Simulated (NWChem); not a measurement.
**A calculation on methanol (CH$_{4}$O)**

```xyz
6

C      0.6125    -0.2314     0.0000
O     -0.6650     0.3583     0.0000
H      0.8066    -0.8558     0.8960
H      1.3548     0.5819     0.0000
H      0.8066    -0.8558    -0.8960
H     -1.3230    -0.3478     0.0000
```
Charge 0, spin multiplicity 1.

All runs are NWChem calculations. All single points use one geometry, from B3LYP/def2-SVP, a minimum by its harmonic frequencies.

Symmetry labels belong to the abelian group Cs used in the runs, with the axes of the coordinates shown.

B3LYP has NWChem's definition, with VWN1-RPA local correlation.

Q: List the lowest 6 singlet excitations that TD-B3LYP/aug-cc-pVDZ, VWN1-RPA local correlation gives, with oscillator strengths.

A: 
| state | symmetry | energy (eV) | wavelength (nm) | f |
|---|---|---|---|---|
| 1 | a" | 6.20 | 200 | 0.001 |
| 2 | a" | 6.98 | 178 | 0.030 |
| 3 | a' | 7.57 | 164 | 0.033 |
| 4 | a" | 7.69 | 161 | 0.009 |
| 5 | a' | 7.92 | 157 | 0.001 |
| 6 | a" | 8.52 | 145 | 0.001 |
